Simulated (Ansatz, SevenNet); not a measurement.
# Lattice parameter c of rhombohedral A7 Sb: levels of theory against measurement

Reference value: 11.232 Å (measured, 78 K, zero-point motion not removed; as tabulated in Schiferl, Barrett, J. Appl. Cryst. 2, 30 (1969), COD 9009654).

| level (code) | value (Å) |
|---|---|
| SevenNet-l3i5 | 11.507 |
| PBE (Ansatz) | (withheld) |
| PBEsol-D3(BJ) (Ansatz) | 10.709 |
| r²SCAN (Ansatz) | 11.611 |
| HSE06 (Ansatz) | 11.596 |

Some entries are withheld; supply them.


- PBE (Ansatz, a program for electronic structure), value (Å): 11.533

Differences against the reference: SevenNet-l3i5 +2.45 %, PBE +2.68 %, PBEsol-D3(BJ) -4.66 %, r²SCAN +3.37 %, HSE06 +3.24 %.

Closest of the ranked levels: SevenNet-l3i5 (+2.45 %). Farthest off among them: PBEsol-D3(BJ) (-4.66 %). Every ranked level misses the reference by more than 1 %. Even the nearest is off by 2.45 %.

The reference isn't brought to a static lattice, while the calculations are for one, so the differences are not the levels' errors alone.  PBE: for a layered or molecular solid the relaxed cell lies over 5 % above the published volume, where the minimum can be shallow. PBE, r²SCAN, HSE06: the cell comes from a level without a dispersion term, which matters for the spacing of layers, chains or molecules. Cutoffs and k meshes differ between the levels. Ansatz's density-functional and Hartree–Fock values are scalar-relativistic unless marked +SOC, with PAW data made under PBE.

Machine-learned potentials (SevenNet-l3i5) are trained on DFT data: a solid inside that data is no test of them.

Differences are worked out from the printed values.
